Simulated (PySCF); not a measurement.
CHN, SMILES [C-]#[NH+] (connectivity only; charge and spin as stated), charge +1, multiplicity 2. Atoms are numbered in the order given.

```xyz
3

C      0.0000     0.0000    -0.7190
N      0.0000     0.0000     0.4116
H      0.0000     0.0000     1.4327
```
Charge +1, spin multiplicity 2.

The structure is a stationary point at B3LYP-D3(BJ)/def2-TZVPD. The multiplicity is an assumed one; other spin states were not compared.

The numbers are results of PySCF with PBE0/pcH-1, not measurements.

Unrestricted Kohn–Sham, ⟨S²⟩ = 0.785. Hyperfine tensors hold the contact and dipolar terms, without spin-orbit corrections.

Computed hyperfine couplings:
| nucleus | A(iso) (MHz) | A(iso) (G) | dipolar principal values (MHz) |
|---|---|---|---|
| 13C no. 1 | 1679.2 | 599.2 | -43.6, -43.6, 87.2 |
| 14N no. 2 | 48.4 | 17.3 | -11.8, -11.8, 23.6 |
| 1H no. 3 | 52.1 | 18.6 | -1.4, 0.7, 0.7 |
